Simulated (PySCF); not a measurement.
**What builds the first ionisation energy along the third row**

Calculated with PySCF 2.14 from differences of total energies of unrestricted determinants, without spin-orbit coupling. Each column adds one step, in eV (sums use unrounded values): valence MP2, valence CCSD, valence triples, then the next inner shell at CCSD(T) (Mg 2s 2p, Al 2s 2p, Si 2s 2p, S 2s 2p, Cl 2s 2p, Ar 2s 2p). References (NIST) marked * lie between the lowest fine-structure levels; the others compare directly ((s) semi-empirical, (t) theoretical).

```json
{"element": "Mg [Ne] 3s2 → [Ne] 3s1 (aug-cc-pCVDZ, non-relativistic)", "UHF": "6.619", "+ MP2": "0.592", "+ CCSD": "0.306", "+ (T)": "0.000", "+ inner shell": "0.028", "sum": "7.546", "reference": "7.646"}
{"element": "Al [Ne] 3s2 3p1 → [Ne] 3s2 (aug-cc-pwCVDZ, non-relativistic)", "UHF": "5.597", "+ MP2": "0.163", "+ CCSD": "0.095", "+ (T)": "0.022", "+ inner shell": "-0.031", "sum": "5.846", "reference": "5.977"}
{"element": "Si [Ne] 3s2 3p2 → [Ne] 3s2 3p1 (aug-cc-pwCVDZ, non-relativistic)", "UHF": "7.650", "+ MP2": "0.320", "+ CCSD": "0.031", "+ (T)": "0.018", "+ inner shell": "-0.020", "sum": "7.998", "reference": "8.157"}
{"element": "S [Ne] 3s2 3p4 → [Ne] 3s2 3p3 (aug-cc-pwCVDZ, non-relativistic)", "UHF": "9.223", "+ MP2": "0.554", "+ CCSD": "0.029", "+ (T)": "0.025", "+ inner shell": "0.005", "sum": "9.836", "reference": "10.336"}
{"element": "Cl [Ne] 3s2 3p5 → [Ne] 3s2 3p4 (aug-cc-pwCVDZ, non-relativistic)", "UHF": "11.821", "+ MP2": "0.793", "+ CCSD": "-0.068", "+ (T)": "0.024", "+ inner shell": "0.003", "sum": "12.573", "reference": "12.974"}
{"element": "Ar [Ar] → [Ne] 3s2 3p5 (aug-cc-pwCVDZ, non-relativistic)", "UHF": "14.669", "+ MP2": "0.999", "+ CCSD": "-0.177", "+ (T)": "0.027", "+ inner shell": "0.000", "sum": "15.518", "reference": "15.819"}
```

Double-zeta sets recover only part of the correlation energy.

What remains against the references is mostly basis incompleteness.

**Question.** What share of the correlation contribution for Ar comes from the inner shell?

**Answer.** The four steps add to 0.849 eV, of which the inner shell gives 0.000 eV, or 0 %.
